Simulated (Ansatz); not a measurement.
```yaml
crystal:
  periodic: [false, false, false]
  atoms:
    - {symbol: F, position_ang: [-0.720662, -1.494257, 0.468718]}
    - {symbol: C, position_ang: [-0.297347, -0.256636, 0.062705]}
    - {symbol: S, position_ang: [1.324930, 0.147133, 0.713792]}
    - {symbol: S, position_ang: [-0.229547, -0.328384, -1.750213]}
    - {symbol: H, position_ang: [-1.037158, 0.470200, 0.398456]}
    - {symbol: H, position_ang: [0.908002, 0.433478, 1.961495]}
    - {symbol: H, position_ang: [0.112983, 0.960565, -1.900752]}
basis:
  gaussian: {orbitals: def2-SVP, nuclear_model: gaussian}
total_charge: -1
magnetization: {spin_polarized: true, initial_magnetization: 1}
hamiltonian: {xc: {name: CAM-B3LYP}, dispersion: d3bjatm}
scf: {lower_state_search: light}
charge: 1
```

```sh
$ ansatz run in.yaml --threads 2 --pin off --events-out ev --progress --plain --max-ram 4352MiB
```

Question: How does Ansatz answer? (Estimate.)

Answer: The calculation gave: The input was rejected before any iteration.
```
Error: YAML parse error: error: line 17 column 1: unknown field `charge`, expected one of crystal, accuracy, basis, kpoints, hamiltonian, magnetization, projection, total_charge, correlation, batch, efield, external_charges, scf, relax, neb, saddle, md, ramp, phonons, dielectric, real_time, elastic, magnetic_configurations, gw, evaluate, workflow, output, checkpoint, execution
15 | hamiltonian: {xc: {name: CAM-B3LYP}, dispersion: d3bjatm}
16 | scf: {lower_state_search: light}
17 | charge: 1
```
